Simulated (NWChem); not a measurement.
hydrogen sulfide (H₂S); SMILES S

Computed with NWChem. Geometry: optimised at PBE-D3(BJ)/def2-SVP. Total energies compare along this basis series because the functional is fixed.

| level | basis functions | energy (Ha) | highest occupied level (eV) | orbital gap (eV) | dipole (D) |
|---|---|---|---|---|---|
| Hartree-Fock/cc-pVDZ | 28 | -398.6940 | -10.35 | 14.64 | 1.29 |
| Hartree-Fock/aug-cc-pVDZ | 45 | -398.6975 | -10.47 | 11.40 | 1.13 |
| Hartree-Fock/cc-pVTZ | 62 | -398.7119 | -10.45 | 13.90 | 1.15 |
| Hartree-Fock/aug-cc-pVTZ | 96 | -398.7128 | -10.49 | 11.26 | 1.09 |
| Hartree-Fock/cc-pVQZ | 119 | -398.7168 | -10.47 | 13.32 | 1.11 |
